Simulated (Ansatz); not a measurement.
Mulliken charges of C₂H₃NS (`NC1=CS1`) from B3LYP/def2-TZVPP in Ansatz (PBE0-D4/def2-TZVP geometry).

```json
{"atom": "N1", "x (Å)": "-0.497", "y (Å)": "1.060", "z (Å)": "-0.388", "charge (e)": "-0.269"}
{"atom": "C2", "x (Å)": "0.024", "y (Å)": "-0.143", "z (Å)": "-0.098", "charge (e)": "0.145"}
{"atom": "C3", "x (Å)": "0.822", "y (Å)": "-0.910", "z (Å)": "0.553", "charge (e)": "-0.219"}
{"atom": "S4", "x (Å)": "-0.114", "y (Å)": "-1.783", "z (Å)": "-0.804", "charge (e)": "-0.204"}
{"atom": "H5", "x (Å)": "-1.377", "y (Å)": "1.061", "z (Å)": "-0.875", "charge (e)": "0.177"}
{"atom": "H6", "x (Å)": "-0.384", "y (Å)": "1.787", "z (Å)": "0.300", "charge (e)": "0.169"}
{"atom": "H7", "x (Å)": "1.587", "y (Å)": "-1.139", "z (Å)": "1.266", "charge (e)": "0.200"}
```

Problem. By hand: the dipole of these point charges (1 e Å = 4.8032 D).

Solution. Σ q r = (-0.011, 0.519, 0.282) e Å, of length 0.591 e Å = 2.84 D.

Problem. How does the dipole of the full density compare? (Best estimate.)

Solution. Ansatz gave: (-0.138, 0.636, 0.279) e Å, 3.40 D; the point charges give 0.84 times that, at 11° from its direction.

Point charges leave out the atoms' own dipoles, such as those of lone pairs, and Mulliken's split depends on the basis, so the two needn't agree.

B3LYP here is the variant with VWN-RPA as its local correlation; programs differ in this.
